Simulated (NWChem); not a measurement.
Species: N₂ cation, doublet

```xyz
2

N      0.0000     0.0000    -0.5585
N      0.0000     0.0000     0.5585
```
Atoms are numbered in this order, from 1.

Results from NWChem. Spin-unrestricted. All runs use the structure optimised with B3LYP/6-31G* (spherical d), spin-unrestricted. No stability test was run on the SCF state. Level: M06-2X/def2-SVP with SMD (1 M gas to 1 M solution), gas-phase geometry. Reactions with the solvent are ignored.

Question: Order these by “solvation free energy (kcal/mol)”, lowest first: water; dichloromethane; chloroform; methanol; anisole.

Answer: water (-77.4), methanol (-72.7), dichloromethane (-66.1), chloroform (-58.3), anisole (-55.9)
